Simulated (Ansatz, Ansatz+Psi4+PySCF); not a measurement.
| atom | x (Å) | y (Å) | z (Å) |
| --- | --- | --- | --- |
| F | 0.0001 | -0.3833 | -1.1944 |
| H | 0.0004 | 0.4546 | -0.7979 |
| F | -0.0006 | 0.3850 | 1.1944 |
| H | 0.0005 | -0.4551 | 0.7977 |

Basis set: cc-pVTZ (spherical functions). Frozen core: 2 orbitals. Charge 0, multiplicity 1.

Computed with Ansatz (development build ahead of 0.2.0); each method stands on the lowest determinant of its kind that the runs found. Restricted open shells among the atoms or ions are ROHF, correlated in semicanonical orbitals with singles.

The atomization energy at this shape (free ground-state atoms in the same class of orbitals less the molecule, no zero-point energy) of singlet H₂F₂:

```
method  atomization energy
   RHF             8.63 eV
```

Question: What does RHF-MP2 give?

Answer: 12.39 eV.
